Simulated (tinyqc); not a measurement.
Ways to converge the cycle: SCF convergence aids in the sto-3g basis, for CH2, spin multiplicity 3. Computed by the program tinyqc with PySCF. Command: `OMP_NUM_THREADS=1 python tinyqc.py 111878 111879 out.jsonl`; one thread of a shared host (Intel(R) Xeon(R) Processor @ 2.60GHz), about 2 s.

Geometry (angstrom):
```
atom       x        y       z
C     0.0000   0.0000  0.0000
H     0.0000   0.9970  0.4590
H     0.0000  -0.9970  0.4590
```

lowest solution found by these runs and by PySCF with stability checks = -38.435229 hartree

UHF with one setting changed at a time; a run stops when the energy changes by less than 1e-09 hartree and the error matrix is below 1e-5. The start is random orbitals. Damping d keeps d of the old density; a shift (hartree) raises the virtual levels; DIIS n extrapolates F over n matrices.

Largest element of the error matrix X^T (FDS - SDF) X:
```
iteration    plain  damping 0.3  damping 0.6  shift 0.4   DIIS 3   DIIS 8
1          3.4e+00      3.4e+00      3.4e+00    3.4e+00  3.4e+00  3.4e+00
2          2.2e-01      1.2e+00      2.1e+00    3.6e-01  2.2e-01  2.2e-01
3          1.0e-01      4.0e-01      1.3e+00    1.1e-01  1.0e-01  1.0e-01
4          7.3e-02      1.3e-01      8.2e-01    6.0e-02  7.5e-02  7.5e-02
5          4.4e-02      6.7e-02      5.1e-01    5.1e-02  2.4e-02  2.4e-02
6          2.5e-02      5.1e-02      3.1e-01    6.4e-02  9.9e-03  9.5e-03
8          7.8e-03      2.6e-02      1.2e-01    9.5e-02  1.1e-03  1.2e-03
10         3.0e-03      1.2e-02      4.5e-02    1.0e-01  6.8e-05  5.3e-05
14         4.7e-04      3.4e-03      2.0e-02    5.2e-02        -        -
20         2.9e-05      5.4e-04      6.5e-03    6.1e-03        -        -
30               -      2.6e-05      1.3e-03    2.1e-04        -        -
45               -            -      1.2e-04          -        -        -
60               -            -      1.0e-05          -        -        -
```

How each run ends:
```
run          iterations  E (hartree)                                                        state
plain                23   -38.435229                                                 lowest found
damping 0.3          34   -38.435229                                                 lowest found
damping 0.6         >60   -38.435229  falls steadily but slowly, by a factor of about 0.85 a step
shift 0.4            40   -38.435229                                                 lowest found
DIIS 3               12   -38.435229                                                 lowest found
DIIS 8               12   -38.435229                                                 lowest found
```

5 of 6 runs reach the lowest solution found, in 12 to 40 iterations (fastest: DIIS 3, DIIS 8). Not converged: damping 0.6. Plain steps already contract here, so damping only slows them. DIIS 3 and DIIS 8 gain by cancelling the error over several earlier matrices, much as a quasi-Newton step does.
